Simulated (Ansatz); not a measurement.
[NH₂···H···Br], doublet in cc-pVDZ: errors against UCCSDT(Q)

Geometry: a point of a hydrogen-transfer path between rigid fragments, not a stationary point.

```yaml
atoms:
  - { symbol: N, position_ang: [-2.3567, -0.0059, -0.0092] }
  - { symbol: H, position_ang: [-2.6540, 0.9620, -0.0092] }
  - { symbol: H, position_ang: [-2.6540, -0.4082, 0.8711] }
  - { symbol: H, position_ang: [-1.1237, -0.0059, -0.0092] }
  - { symbol: Br, position_ang: [0.4943, -0.0059, -0.0092] }
```

Basis cc-pVDZ; Ansatz 0.2.0. Correlated methods freeze the noble-gas cores and the filled d shells of p-block atoms, which leaves 15 electrons in 41 orbitals. R marks a restricted (for open shells ROHF) determinant, U an unrestricted one. Active spaces: valence = (15e, 11o) chosen from the atoms' valence shells. No spin–orbit coupling is included, and no scalar relativity.

Full CI isn't at hand for all of this; UCCSDT(Q) serves as the reference, and is uncertain by about the last step of the cluster series. The frozen core follows each run's orbitals, which can shift R against U totals by a few meV for light atoms and by up to 0.1 eV past Ca.

The UHF ⟨S²⟩ is 0.789 and the T1 diagnostic (RCCSD) is 0.0641. The largest doubles amplitude (RCCSD) is 0.070 and the T1 diagnostic (UCCSD) is 0.0259.

**Question.** From what is known of these methods and the diagnostics, rank them by the size of their error in total energy against UCCSDT(Q) in cc-pVDZ, smallest first (an estimate: the text doesn't fix the numbers).
A. UCCSDT
B. UMP2
C. UHF
D. UCCSD
E. UCCSD(T)

**Answer.** A (1.8 kJ/mol), E (3.9 kJ/mol), D (23.0 kJ/mol), B (106.7 kJ/mol), C (868.0 kJ/mol).

All errors are against UCCSDT(Q) in cc-pVDZ. T1 is large (0.064) while the doubles stay small, which points to orbital relaxation. Within each family the higher level lies nearer, as is usual though not guaranteed.

Natural occupations of CASSCF (valence space) about the gap: 1.991 1.977 1.976 1.968 1.005 0.037 0.024 0.023; effectively unpaired electrons, Σ n²(2−n)², 1.02.
